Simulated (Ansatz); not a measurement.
Ansatz (a quantum-chemistry and plane-wave program) input (B3LYP-D3(BJ)/def2-TZVP):

Ansatz 0.2 input:
```yaml
crystal:
  periodic: [false, false, false]
  atoms:
    - {symbol: C, position_ang: [0.00475777, 1.17087239, -0.20055261]}
    - {symbol: O, position_ang: [0.00676578, 0.00281714, 0.58815258]}
    - {symbol: C, position_ang: [-0.00924088, -1.17273907, -0.18916610]}
    - {symbol: H, position_ang: [0.01767393, 2.02306383, 0.47733101]}
    - {symbol: H, position_ang: [0.88820494, 1.21755678, -0.85148048]}
    - {symbol: H, position_ang: [-0.89276548, 1.22829401, -0.83104462]}
    - {symbol: H, position_ang: [-0.00646616, -2.01839712, 0.49696657]}
    - {symbol: H, position_ang: [-0.90742261, -1.22555867, -0.81912250]}
    - {symbol: H, position_ang: [0.87354780, -1.23629589, -0.83955836]}
basis:
  gaussian:
    orbitals: def2-TZVP
hamiltonian:
  xc: b3lyp
  dispersion: d3bj
phonons: {temperatures: {t_min: 298.15, t_max: 298.15, t_step: 100}}
```

Output:

```
Functional definition: B3LYP
integrals: 0.03 GiB planned
775 factors; their error is unknown
mean field: 0.41 GiB planned
mean field evaluation 1: about -4213.9624 eV, gradient 5.4e1 eV
mean field evaluation 2: about -4209.6688 eV, gradient 7.0e1 eV
mean field evaluation 4: about -4220.3066 eV, gradient 3.4e0 eV
mean field evaluation 8: about -4220.3148 eV, gradient 3.6e-2 eV
mean field -4220.31479640 eV, -155.0937081357 hartree, gradient 6.1e-5 eV, S^2 0.000000; 0 other end points of the search recorded, 0 dependent functions left out
the calculation of the forces begins
reference -4220.31503548 eV, -155.0937169216 hartree; 13, 13 occupied and 116, 116 virtual orbitals, 775 factors
these checks for a lower state are left out or cut short: stability, starts, cluster_reference, orbital_swaps, neighbouring_geometries, increment
integrals: 0.03 GiB planned
775 factors; their error is unknown
mean field: 0.41 GiB planned
mean field evaluation 16: about -4220.3267 eV, gradient 4.5e-1 eV
mean field -4220.31462921 eV, -155.0937019914 hartree, gradient 1.2e-6 eV, S^2 0.000000; 0 other end points of the search recorded, 0 dependent functions left out
the calculation of the forces begins
reference -4220.31486829 eV, -155.0937107773 hartree; 13, 13 occupied and 116, 116 virtual orbitals, 775 factors
these checks for a lower state are left out or cut short: stability, starts, cluster_reference, orbital_swaps, neighbouring_geometries, increment
integrals: 0.03 GiB planned
775 factors; their error is unknown
mean field: 0.41 GiB planned
mean field -4220.31463274 eV, -155.0937021212 hartree, gradient 1.2e-6 eV, S^2 0.000000; 0 other end points of the search recorded, 0 dependent functions left out
the calculation of the forces begins
reference -4220.31487181 eV, -155.0937109070 hartree; 13, 13 occupied and 116, 116 virtual orbitals, 775 factors
these checks for a lower state are left out or cut short: stability, starts, cluster_reference, orbital_swaps, neighbouring_geometries, increment
integrals: 0.03 GiB planned
775 factors; their error is unknown
mean field: 0.41 GiB planned
mean field evaluation 32: about -4220.3268 eV, gradient 4.6e-1 eV
mean field -4220.31465478 eV, -155.0937029312 hartree, gradient 1.2e-6 eV, S^2 0.000000; 0 other end points of the search recorded, 0 dependent functions left out
the calculation of the forces begins
reference -4220.31489377 eV, -155.0937117139 hartree; 13, 13 occupied and 116, 116 virtual orbitals, 775 factors
these checks for a lower state are left out or cut short: stability, starts, cluster_reference, orbital_swaps, neighbouring_geometries, increment
integrals: 0.03 GiB planned
775 factors; their error is unknown
mean field: 0.41 GiB planned
mean field -4220.31461300 eV, -155.0937013958 hartree, gradient 1.2e-6 eV, S^2 0.000000; 0 other end points of the search recorded, 0 dependent functions left out
the calculation of the forces begins
reference -4220.31485217 eV, -155.0937101850 hartree; 13, 13 occupied and 116, 116 virtual orbitals, 775 factors
these checks for a lower state are left out or cut short: stability, starts, cluster_reference, orbital_swaps, neighbouring_geometries, increment
integrals: 0.03 GiB planned
775 factors; their error is unknown
mean field: 0.41 GiB planned
mean field -4220.31470906 eV, -155.0937049260 hartree, gradient 1.2e-6 eV, S^2 0.000000; 0 other end points of the search recorded, 0 dependent functions left out
the calculation of the forces begins
reference -4220.31494811 eV, -155.0937137108 hartree; 13, 13 occupied and 116, 116 virtual orbitals, 775 factors
these checks for a lower state are left out or cut short: stability, starts, cluster_reference, orbital_swaps, neighbouring_geometries, increment
integrals: 0.03 GiB planned
775 factors; their error is unknown
mean field: 0.41 GiB planned
mean field -4220.31469965 eV, -155.0937045801 hartree, gradient 1.2e-6 eV, S^2 0.000000; 0 other end points of the search recorded, 0 dependent functions left out
the calculation of the forces begins
reference -4220.31493876 eV, -155.0937133672 hartree; 13, 13 occupied and 116, 116 virtual orbitals, 775 factors
these checks for a lower state are left out or cut short: stability, starts, cluster_reference, orbital_swaps, neighbouring_geometries, increment
integrals: 0.03 GiB planned
775 factors; their error is unknown
mean field: 0.41 GiB planned
mean field evaluation 64: about -4220.3147 eV, gradient 5.1e-3 eV
mean field -4220.31474994 eV, -155.0937064281 hartree, gradient 1.2e-6 eV, S^2 0.000000; 0 other end points of the search recorded, 0 dependent functions left out
the calculation of the forces begins
reference -4220.31498906 eV, -155.0937152157 hartree; 13, 13 occupied and 116, 116 virtual orbitals, 775 factors
these checks for a lower state are left out or cut short: stability, starts, cluster_reference, orbital_swaps, neighbouring_geometries, increment
integrals: 0.03 GiB planned
775 factors; their error is unknown
mean field: 0.41 GiB planned
mean field -4220.31473922 eV, -155.0937060343 hartree, gradient 1.2e-6 eV, S^2 0.000000; 0 other end points of the search recorded, 0 dependent functions left out
the calculation of the forces begins
reference -4220.31497825 eV, -155.0937148186 hartree; 13, 13 occupied and 116, 116 virtual orbitals, 775 factors
these checks for a lower state are left out or cut short: stability, starts, cluster_reference, orbital_swaps, neighbouring_geometries, increment
integrals: 0.03 GiB planned
775 factors; their error is unknown
mean field: 0.41 GiB planned
mean field -4220.31476741 eV, -155.0937070701 hartree, gradient 1.2e-6 eV, S^2 0.000000; 0 other end points of the search recorded, 0 dependent functions left out
the calculation of the forces begins
reference -4220.31500653 eV, -155.0937158578 hartree; 13, 13 occupied and 116, 116 virtual orbitals, 775 factors
these checks for a lower state are left out or cut short: stability, starts, cluster_reference, orbital_swaps, neighbouring_geometries, increment
integrals: 0.03 GiB planned
775 factors; their error is unknown
mean field: 0.41 GiB planned
mean field -4220.31474125 eV, -155.0937061087 hartree, gradient 1.2e-6 eV, S^2 0.000000; 0 other end points of the search recorded, 0 dependent functions left out
the calculation of the forces begins
reference -4220.31498028 eV, -155.0937148929 hartree; 13, 13 occupied and 116, 116 virtual orbitals, 775 factors
these checks for a lower state are left out or cut short: stability, starts, cluster_reference, orbital_swaps, neighbouring_geometries, increment
integrals: 0.03 GiB planned
775 factors; their error is unknown
mean field: 0.41 GiB planned
mean field evaluation 96: about -4220.3147 eV, gradient 1.2e-6 eV
mean field -4220.31473536 eV, -155.0937058924 hartree, gradient 1.2e-6 eV, S^2 0.000000; 0 other end points of the search recorded, 0 dependent functions left out
the calculation of the forces begins
reference -4220.31497448 eV, -155.0937146797 hartree; 13, 13 occupied and 116, 116 virtual orbitals, 775 factors
these checks for a lower state are left out or cut short: stability, starts, cluster_reference, orbital_swaps, neighbouring_geometries, increment
integrals: 0.03 GiB planned
775 factors; their error is unknown
mean field: 0.41 GiB planned
mean field -4220.31472019 eV, -155.0937053351 hartree, gradient 1.2e-6 eV, S^2 0.000000; 0 other end points of the search recorded, 0 dependent functions left out
the calculation of the forces begins
reference -4220.31495923 eV, -155.0937141195 hartree; 13, 13 occupied and 116, 116 virtual orbitals, 775 factors
these checks for a lower state are left out or cut short: stability, starts, cluster_reference, orbital_swaps, neighbouring_geometries, increment
integrals: 0.03 GiB planned
775 factors; their error is unknown
mean field: 0.41 GiB planned
mean field -4220.31479760 eV, -155.0937081796 hartree, gradient 1.2e-6 eV, S^2 0.000000; 0 other end points of the search recorded, 0 dependent functions left out
the calculation of the forces begins
reference -4220.31503671 eV, -155.0937169667 hartree; 13, 13 occupied and 116, 116 virtual orbitals, 775 factors
these checks for a lower state are left out or cut short: stability, starts, cluster_reference, orbital_swaps, neighbouring_geometries, increment
integrals: 0.03 GiB planned
775 factors; their error is unknown
mean field: 0.41 GiB planned
mean field -4220.31476111 eV, -155.0937068386 hartree, gradient 1.2e-6 eV, S^2 0.000000; 0 other end points of the search recorded, 0 dependent functions left out
the calculation of the forces begins
reference -4220.31500015 eV, -155.0937156234 hartree; 13, 13 occupied and 116, 116 virtual orbitals, 775 factors
these checks for a lower state are left out or cut short: stability, starts, cluster_reference, orbital_swaps, neighbouring_geometries, increment
integrals: 0.03 GiB planned
775 factors; their error is unknown
mean field: 0.41 GiB planned
mean field -4220.31474914 eV, -155.0937063987 hartree, gradient 1.2e-6 eV, S^2 0.000000; 0 other end points of the search recorded, 0 dependent functions left out
the calculation of the forces begins
reference -4220.31498820 eV, -155.0937151842 hartree; 13, 13 occupied and 116, 116 virtual orbitals, 775 factors
these checks for a lower state are left out or cut short: stability, starts, cluster_reference, orbital_swaps, neighbouring_geometries, increment
integrals: 0.03 GiB planned
775 factors; their error is unknown
mean field: 0.41 GiB planned
mean field evaluation 128: about -4220.3148 eV, gradient 1.7e-4 eV
mean field -4220.31475724 eV, -155.0937066965 hartree, gradient 1.2e-6 eV, S^2 0.000000; 0 other end points of the search recorded, 0 dependent functions left out
the calculation of the forces begins
reference -4220.31499633 eV, -155.0937154827 hartree; 13, 13 occupied and 116, 116 virtual orbitals, 775 factors
Total energy: -4220.49948473 eV, -155.1004953064 hartree
Atom 0 at     0.004758     1.170872    -0.200553 Å, force    -0.000006     0.000782    -0.000925 eV/Å
Atom 1 at     0.006766     0.002817     0.588153 Å, force     0.000006     0.000003     0.000530 eV/Å
Atom 2 at    -0.009241    -1.172739    -0.189166 Å, force    -0.000015    -0.000791    -0.000917 eV/Å
Atom 3 at     0.017674     2.023064     0.477331 Å, force    -0.000001    -0.000440     0.000122 eV/Å
Atom 4 at     0.888205     1.217557    -0.851480 Å, force    -0.000153    -0.000148     0.000271 eV/Å
Atom 5 at    -0.892765     1.228294    -0.831045 Å, force     0.000157    -0.000150     0.000267 eV/Å
Atom 6 at    -0.006466    -2.018397     0.496967 Å, force     0.000004     0.000441     0.000117 eV/Å
Atom 7 at    -0.907423    -1.225559    -0.819122 Å, force     0.000159     0.000151     0.000266 eV/Å
Atom 8 at     0.873548    -1.236296    -0.839558 Å, force    -0.000151     0.000153     0.000269 eV/Å
Dipole moment:    -0.002995    -0.001247    -0.260328 e Å
Vibrations: 211.33 244.81 413.37 941.11 1118.83 1162.37 1193.20 1195.11 1267.73 1460.75 1481.86 1488.62 1490.40 1497.47 1515.02 2961.95 2973.87 3004.67 3009.58 3112.44 3113.87 cm⁻¹, zero-point energy 2.160944 eV
```
